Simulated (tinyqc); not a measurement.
Inside a calculation. Method: RKS/BP86 in the sto-3g basis, for BH, spin multiplicity 1. One step of it, computed by the program tinyqc.

Task: Iteration 2: diagonalisation and new density. Diagonalise F' = X^T F X, C = X C', fill 3 alpha and 3 beta electrons from the bottom; D = 2 C_occ C_occ^T. Each column has its largest component positive (the first on a tie).

Kohn-Sham matrix F (hartree):
```
            1B 1s      1B 2s    1B 2px    1B 2py     1B 2pz      2H 1s
1B 1s   -5.713202  -1.757870  0.000000  0.000000  -0.022507  -0.092041
1B 2s   -1.757870  -0.506029  0.000000  0.000000  -0.130733  -0.141957
1B 2px   0.000000   0.000000  0.289078  0.005627   0.000000   0.000000
1B 2py   0.000000   0.000000  0.005627  0.323834   0.000000   0.000000
1B 2pz  -0.022507  -0.130733  0.000000  0.000000   0.254484  -0.145621
2H 1s   -0.092041  -0.141957  0.000000  0.000000  -0.145621  -0.338332
```

X:
```
            1B 1s      1B 2s    1B 2px    1B 2py     1B 2pz      2H 1s
1B 1s    1.029159  -0.143599  0.000000  0.000000  -0.002951   0.014080
1B 2s   -0.143599   1.044281  0.000000  0.000000   0.018764  -0.103795
1B 2px   0.000000   0.000000  1.000000  0.000000   0.000000   0.000000
1B 2py   0.000000   0.000000  0.000000  1.000000   0.000000   0.000000
1B 2pz  -0.002951   0.018764  0.000000  0.000000   1.022649  -0.126041
2H 1s    0.014080  -0.103795  0.000000  0.000000  -0.126041   1.037433
```

Give: F' = X^T F X; orbital energies; coefficients C; D after iteration 2.

Result:

F' = X^T F X (hartree):
```
         1        2       3       4        5        6
1  -5.5442  -0.9987  0.0000  0.0000  -0.0134   0.0204
2  -0.9987  -0.1224  0.0000  0.0000  -0.1050  -0.0790
3   0.0000   0.0000  0.2891  0.0056   0.0000   0.0000
4   0.0000   0.0000  0.0056  0.3238   0.0000   0.0000
5  -0.0134  -0.1050  0.0000  0.0000   0.2940  -0.1355
6   0.0204  -0.0790  0.0000  0.0000  -0.1355  -0.2989
```

orbital energies (hartree): MO1 -5.7225, MO2 -0.3539, MO3 0.0573, MO4 0.2882, MO5 0.3247, MO6 0.3476

coefficients C:
```
            MO1      MO2      MO3      MO4     MO5      MO6
1B 1s    0.9879  -0.0666  -0.3052   0.0000  0.0000   0.0807
1B 2s    0.0423   0.1645   1.0122   0.0000  0.0000  -0.2625
1B 2px   0.0000   0.0000   0.0000   0.9878  0.1559   0.0000
1B 2py   0.0000   0.0000   0.0000  -0.1559  0.9878   0.0000
1B 2pz   0.0059   0.1262   0.2856   0.0000  0.0000   0.9821
2H 1s   -0.0061   0.9207  -0.4342   0.0000  0.0000  -0.2584
```

D after iteration 2:
```
          1B 1s    1B 2s  1B 2px  1B 2py   1B 2pz    2H 1s
1B 1s    2.1470  -0.5562  0.0000  0.0000  -0.1795   0.1304
1B 2s   -0.5562   2.1067  0.0000  0.0000   0.6202  -0.5766
1B 2px   0.0000   0.0000  0.0000  0.0000   0.0000   0.0000
1B 2py   0.0000   0.0000  0.0000  0.0000   0.0000   0.0000
1B 2pz  -0.1795   0.6202  0.0000  0.0000   0.1951  -0.0157
2H 1s    0.1304  -0.5766  0.0000  0.0000  -0.0157   2.0727
```
